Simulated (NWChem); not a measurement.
# C2H8Si (SiEtH3) at 4 levels

Aim: a comparison of 4 runs (HF/STO-3G, HF/3-21G, B3LYP/6-31G*) of C2H8Si (SiEtH3). 

The results are computed with NWChem 7.3.0.

### Step 1. The structure to begin with

The species is C2H8Si (11 atoms), meant as a singlet with charge 0. SMILES: `[H][Si]([H])([H])CC`. The shape is that of a GFN2-xTB optimisation.

Bond lengths: Si1–C2 1.902 Å, C2–C3 1.525 Å, C2–H4 1.092 Å, C2–H5 1.092 Å, C3–H6 1.090 Å, C3–H7 1.088 Å, C3–H8 1.088 Å, Si1–H9 1.465 Å, Si1–H10 1.466 Å, Si1–H11 1.465 Å. Some angles: Si1–C2–C3 113.0°, Si1–C2–H4 109.8°, Si1–C2–H5 109.6°, C3–C2–H4 108.9°, C3–C2–H5 109.0°, C2–Si1–H9 109.6°, C2–Si1–H10 109.5°, C2–Si1–H11 109.2°, C2–C3–H6 111.0°, C2–C3–H7 110.7°.

### Step 2. Energy and forces at HF/STO-3G (run 1)

run.py reads:

```python
from ase import Atoms
from ase.calculators.nwchem import NWChem

atoms = Atoms('SiCCHHHHHHHH', positions=[
    [-0.305440, -0.417630, -1.398980],
    [-0.287510, -0.416870, 0.502940],
    [0.524350, 0.732830, 1.090360],
    [0.119170, -1.361270, 0.869600],
    [-1.310740, -0.357840, 0.879710],
    [0.505600, 0.708020, 2.179840],
    [1.562010, 0.673650, 0.768570],
    [0.123950, 1.691430, 0.766640],
    [1.069910, -0.448540, -1.903060],
    [-0.970690, 0.795280, -1.883150],
    [-1.030600, -1.599060, -1.872470],
])

calc = NWChem(
    label='c2h8si',
    theory='scf',
    memory='2200 mb',
    basis='STO-3G',
    basispar='spherical bse',
    scf={'nopen': '0', 'rhf': None, 'thresh': '1e-08', 'maxiter': '80', 'print': 'low'},
)
atoms.calc = calc

forces = atoms.get_forces()
print(f"energy = {atoms.get_potential_energy():.6f} eV")
print("forces (eV/A):")
for s, f in zip(atoms.symbols, forces):
    print(f"{s:2s} {f[0]:10.5f} {f[1]:10.5f} {f[2]:10.5f}")
```

On the command line:

```console
$ export ASE_NWCHEM_COMMAND="nwchem PREFIX.nwi > PREFIX.nwo"
$ python run.py
```

Standard output:

```text
energy = -9934.454319 eV
forces (eV/A):
Si   -0.05584   -0.06052   -0.17093
C    -0.49854   -0.67651   -0.81571
C     0.30437    0.43930    0.27979
H    -0.10022    0.21592   -0.15319
H     0.25063   -0.02504   -0.15257
H     0.04011    0.05893   -0.14640
H    -0.04253    0.08464    0.08037
H     0.09179   -0.01358    0.08654
H    -1.13329    0.01244    0.35790
H     0.54960   -1.01075    0.34427
H     0.59398    0.97517    0.28997
```

The calculator wrote c2h8si.nwi:

```
title "c2h8si"

permanent_dir c2h8si

scratch_dir c2h8si

start c2h8si

geometry units angstrom nocenter noautosym noautoz
  Si -3.0543999999999999e-01 -4.1763000000000000e-01 -1.3989799999999999e+00
  C  -2.8750999999999999e-01 -4.1687000000000002e-01 5.0294000000000005e-01
  C  5.2434999999999998e-01 7.3282999999999998e-01 1.0903600000000000e+00
  H  1.1917000000000000e-01 -1.3612700000000000e+00 8.6960000000000004e-01
  H  -1.3107400000000000e+00 -3.5783999999999999e-01 8.7970999999999999e-01
  H  5.0560000000000005e-01 7.0801999999999998e-01 2.1798400000000000e+00
  H  1.5620099999999999e+00 6.7364999999999997e-01 7.6856999999999998e-01
  H  1.2395000000000000e-01 1.6914300000000000e+00 7.6663999999999999e-01
  H  1.0699099999999999e+00 -4.4853999999999999e-01 -1.9030600000000000e+00
  H  -9.7069000000000005e-01 7.9527999999999999e-01 -1.8831500000000001e+00
  H  -1.0306000000000000e+00 -1.5990599999999999e+00 -1.8724700000000001e+00
end

memory 2200 mb

basis spherical bse noprint
   * library STO-3G
end

scf
  nopen 0
  rhf
  thresh 1e-08
  maxiter 80
  print low
end

task scf gradient
```

c2h8si.nwo:

```text
Northwest Computational Chemistry Package (NWChem) 7.3.0
             --------------------------------------------------------

           Job information
           ---------------

    nwchem branch   = 7.3.0
    use scalapack   = T
    input           = c2h8si.nwi
    prefix          = c2h8si.
    data base       = c2h8si/c2h8si.db
    status          = startup
    nproc           =        1

           Memory information
           ------------------

    heap     =     72089596 doubles =      550.0 Mbytes
    stack    =     72089601 doubles =      550.0 Mbytes
    global   =    144179200 doubles =     1100.0 Mbytes (distinct from heap & stack)
    total    =    288358397 doubles =     2200.0 Mbytes
    verify   = yes
    hardfail = no

[... 37 lines left out ...]
            Nuclear Dipole moment (a.u.)
[... 77 lines left out ...]
       Final RHF  results
       ------------------

         Total SCF energy =   -365.084465366067
      One-electron energy =   -728.299100050029
      Two-electron energy =    250.569708877151
 Nuclear repulsion energy =    112.644925806811

        Time for solution =      0.9s

                              NWChem Gradients Module
                              -----------------------

                         RHF ENERGY GRADIENTS

    atom               coordinates                        gradient
                 x          y          z           x          y          z
   1 Si     -0.577198  -0.789206  -2.643689    0.001086   0.001177   0.003324
   2 C      -0.543315  -0.787770   0.950419    0.009695   0.013156   0.015863
   3 C       0.990878   1.384848   2.060482   -0.005919  -0.008543  -0.005441
[... 7 lines of this table left out ...]
  11 H      -1.947552  -3.021785  -3.538455   -0.011551  -0.018964  -0.005639

 Task  times  cpu:        1.1s     wall:        1.1s
 Total times  cpu:        1.1s     wall:        1.1s
```

Wall time 2 s (1 thread of Intel Xeon 6975P-C (Granite Rapids), shared host); peak memory 0.094 GiB.

### Step 3. Energy and gradient at HF/3-21G (run 2)

Edit run.py of step 2 so:

```diff
@@ -3,3 +3,3 @@
 
-atoms = Atoms('SiCCHHHHHHHH', positions=[
+system = Atoms(['Si', 'C', 'C', 'H', 'H', 'H', 'H', 'H', 'H', 'H', 'H'], positions=[
     [-0.305440, -0.417630, -1.398980],
@@ -18,6 +18,6 @@
 calc = NWChem(
-    label='c2h8si',
+    label='mol',
     theory='scf',
     memory='2200 mb',
-    basis='STO-3G',
+    basis='3-21G',
     basispar='spherical bse',
@@ -25,8 +25,8 @@
 )
-atoms.calc = calc
+system.calc = calc
 
-forces = atoms.get_forces()
-print(f"energy = {atoms.get_potential_energy():.6f} eV")
+forces = system.get_forces()
+print(f"energy = {system.get_potential_energy():.6f} eV")
 print("forces (eV/A):")
-for s, f in zip(atoms.symbols, forces):
+for s, f in zip(system.symbols, forces):
     print(f"{s:2s} {f[0]:10.5f} {f[1]:10.5f} {f[2]:10.5f}")
```

On the command line:

```console
$ export ASE_NWCHEM_COMMAND="nwchem PREFIX.nwi > PREFIX.nwo"
$ python run.py
```

Standard output:

```text
energy = -9995.833145 eV
forces (eV/A):
Si   -0.09343   -0.12876    0.40356
C    -0.35528   -0.51165    0.43575
C     0.37451    0.53422    0.27012
H    -0.10876    0.08521   -0.16080
H     0.12418   -0.07652   -0.15997
H     0.03034    0.04901   -0.19237
H    -0.07929    0.07549    0.08654
H     0.09513   -0.04273    0.09359
H     0.45041   -0.00807   -0.23875
H    -0.20348    0.39482   -0.23402
H    -0.23428   -0.37101   -0.30365
```

The calculator wrote mol.nwi:

```
title "mol"

permanent_dir mol

scratch_dir mol

start mol

geometry units angstrom nocenter noautosym noautoz
  Si -3.0543999999999999e-01 -4.1763000000000000e-01 -1.3989799999999999e+00
  C  -2.8750999999999999e-01 -4.1687000000000002e-01 5.0294000000000005e-01
  C  5.2434999999999998e-01 7.3282999999999998e-01 1.0903600000000000e+00
  H  1.1917000000000000e-01 -1.3612700000000000e+00 8.6960000000000004e-01
  H  -1.3107400000000000e+00 -3.5783999999999999e-01 8.7970999999999999e-01
  H  5.0560000000000005e-01 7.0801999999999998e-01 2.1798400000000000e+00
  H  1.5620099999999999e+00 6.7364999999999997e-01 7.6856999999999998e-01
  H  1.2395000000000000e-01 1.6914300000000000e+00 7.6663999999999999e-01
  H  1.0699099999999999e+00 -4.4853999999999999e-01 -1.9030600000000000e+00
  H  -9.7069000000000005e-01 7.9527999999999999e-01 -1.8831500000000001e+00
  H  -1.0306000000000000e+00 -1.5990599999999999e+00 -1.8724700000000001e+00
end

memory 2200 mb

basis spherical bse noprint
   * library 3-21G
end

scf
  nopen 0
  rhf
  thresh 1e-08
  maxiter 80
  print low
end

task scf gradient
```

mol.nwo:

```text
Northwest Computational Chemistry Package (NWChem) 7.3.0
             --------------------------------------------------------

           Job information
           ---------------

    nwchem branch   = 7.3.0
    use scalapack   = T
    input           = mol.nwi
    prefix          = mol.
    data base       = mol/mol.db
    status          = startup
    nproc           =        1

           Memory information
           ------------------

    heap     =     72089596 doubles =      550.0 Mbytes
    stack    =     72089601 doubles =      550.0 Mbytes
    global   =    144179200 doubles =     1100.0 Mbytes (distinct from heap & stack)
    total    =    288358397 doubles =     2200.0 Mbytes
    verify   = yes
    hardfail = no

[... 37 lines left out ...]
            Nuclear Dipole moment (a.u.)
[... 77 lines left out ...]
       Final RHF  results
       ------------------

         Total SCF energy =   -367.340095657990
      One-electron energy =   -729.124794075274
      Two-electron energy =    249.139772610474
 Nuclear repulsion energy =    112.644925806811

        Time for solution =      1.1s

                              NWChem Gradients Module
                              -----------------------

                         RHF ENERGY GRADIENTS

    atom               coordinates                        gradient
                 x          y          z           x          y          z
   1 Si     -0.577198  -0.789206  -2.643689    0.001817   0.002504  -0.007848
   2 C      -0.543315  -0.787770   0.950419    0.006909   0.009950  -0.008474
   3 C       0.990878   1.384848   2.060482   -0.007283  -0.010389  -0.005253
[... 7 lines of this table left out ...]
  11 H      -1.947552  -3.021785  -3.538455    0.004556   0.007215   0.005905

 Task  times  cpu:        1.3s     wall:        1.3s
 Total times  cpu:        1.3s     wall:        1.3s
```

Wall time 2.2 s (1 thread of Intel Xeon 6975P-C (Granite Rapids), shared host); peak memory 0.096 GiB.

Run 3 isn't shown in full; the table further down has it.

### Step 4. Energy and forces at B3LYP/6-31G(d) (Cartesian functions) (run 4)

c2h8si.xyz reads:

```xyz
11

Si    -0.305440    -0.417630    -1.398980
C     -0.287510    -0.416870     0.502940
C      0.524350     0.732830     1.090360
H      0.119170    -1.361270     0.869600
H     -1.310740    -0.357840     0.879710
H      0.505600     0.708020     2.179840
H      1.562010     0.673650     0.768570
H      0.123950     1.691430     0.766640
H      1.069910    -0.448540    -1.903060
H     -0.970690     0.795280    -1.883150
H     -1.030600    -1.599060    -1.872470
```

c2h8si.nw reads:

```
start c2h8si
memory total 2200 mb
charge 0
geometry units angstrom noautosym nocenter noautoz
 load format xyz c2h8si.xyz
end
basis cartesian
 * library 6-31G*
end
dft
 xc b3lyp
 grid xfine
 convergence energy 1e-08
 maxiter 100
 mulliken
end
task dft gradient
```

On the command line:

```console
$ nwchem c2h8si.nw > c2h8si.out
```

Standard output:

```text
[...]
          Wavefunction type:  closed shell.
          No. of atoms     :    11
          No. of electrons :    34
[...]
          Charge           :     0
          Spin multiplicity:     1
[...]
          AO basis - number of functions:    65
[...]
              XC Information
              --------------
                         B3LYP Method XC Potential
                     Hartree-Fock (Exact) Exchange  0.200
                        Slater Exchange Functional  0.800 local
                    Becke 1988 Exchange Functional  0.720 non-local
              Lee-Yang-Parr Correlation Functional  0.810
                  VWN I RPA Correlation Functional  0.190 local
[...]
 d= 0,ls=0.0,diis     1   -370.4906981119 -4.83D+02  7.93D-03  3.04D-01     3.0
[...]
 d= 0,ls=0.0,diis     8   -370.5192928403  1.81D-09  2.01D-06  5.38D-08    20.0
         Total DFT energy =     -370.519292840309
      One electron energy =     -732.118560035992
           Coulomb energy =      283.754861245902
    Exchange-Corr. energy =      -34.800519857030
 Nuclear repulsion energy =      112.644925806811
[...]
  wavefunction    = closed shell
                         DFT ENERGY GRADIENTS
    atom               coordinates                        gradient
                 x          y          z           x          y          z
   1 Si     -0.577198  -0.789206  -2.643689    0.001718   0.002405  -0.016058
   2 C      -0.543315  -0.787770   0.950419   -0.000154  -0.000269   0.003648
   3 C       0.990878   1.384848   2.060482    0.000293   0.000296   0.000367
   4 H       0.225199  -2.572427   1.643306   -0.000259   0.005161   0.000686
   5 H      -2.476939  -0.676220   1.662411    0.004780   0.001617   0.000635
   6 H       0.955445   1.337964   4.119300   -0.000832  -0.001309  -0.004480
   7 H       2.951771   1.273014   1.452387   -0.005771  -0.001662   0.000356
   8 H       0.234232   3.196339   1.448740    0.000382  -0.006107   0.000227
   9 H       2.021837  -0.847618  -3.596262   -0.008114   0.000183   0.004546
  10 H      -1.834338   1.502861  -3.558637    0.003670  -0.007087   0.004444
  11 H      -1.947552  -3.021785  -3.538455    0.004287   0.006772   0.005629
[...]
```

Wall time 25 s (1 thread of Intel Xeon 6975P-C (Granite Rapids), shared host); peak memory 0.15 GiB.

### Step 5. Overview of the runs

```tsv
run	level	iteration cap	module	energy (Eh)	largest force (eV/Å)	wall time
1	HF/STO-3G	80	scf	-365.084465	1.201	2 s
2	HF/3-21G	80	scf	-367.340096	0.760	2.2 s
3	B3LYP/6-31G* (spherical functions)	100	dft	-370.516132	0.830	24 s
4	B3LYP/6-31G* (Cartesian functions)	100	dft	-370.519293	0.840	25 s
```

### Step 6. What came out

```
                       quantity          value
            run 4: total energy  -370.51929 Eh
           run 4: dipole moment         0.68 D
             run 4: HOMO energy       -8.08 eV
             run 4: LUMO energy        1.10 eV
           run 4: HOMO–LUMO gap        9.18 eV
run 4: largest force on an atom     0.840 eV/Å
```

What this shows: In run 1 the basis is minimal, so the values are rough. All runs together took 53 s, the longest 25 s.
